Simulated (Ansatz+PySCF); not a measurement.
# singlet NH₃: levels of theory in one basis

```xyz
4

N     0.0000    0.0000    0.1216
H     1.0762    0.0000   -0.3445
H    -0.4679    0.8105   -0.2837
H    -0.4679   -0.8105   -0.2837
```

Basis set: 6-31G (spherical functions). Frozen core: 1 orbital. Charge 0, multiplicity 1.

Computed with Ansatz (development build ahead of 0.2.0); each method stands on the lowest determinant of its kind that the runs found.

```json
{"method": "RHF", "E − E(RHF) (eV)": "0.00", "<S²> of the determinant": "0.00"}
{"method": "RHF-CCSD", "E − E(RHF) (eV)": "-3.68", "<S²> of the determinant": "–"}
{"method": "RHF-CCSD(T)", "E − E(RHF) (eV)": "-3.73", "<S²> of the determinant": "–"}
{"method": "full CI (lowest root of this spin)", "E − E(RHF) (eV)": "-3.74", "<S²> of the determinant": "–"}
```

Q: What does RHF-MP2 give on the same scale?

A: -3.30 eV.

Q: Is a single determinant a sound starting point here?

A: By this sign, yes. Unrestricted orbitals gain 0.00 eV and <S²> is 0.00 against 0.00 for a pure state.
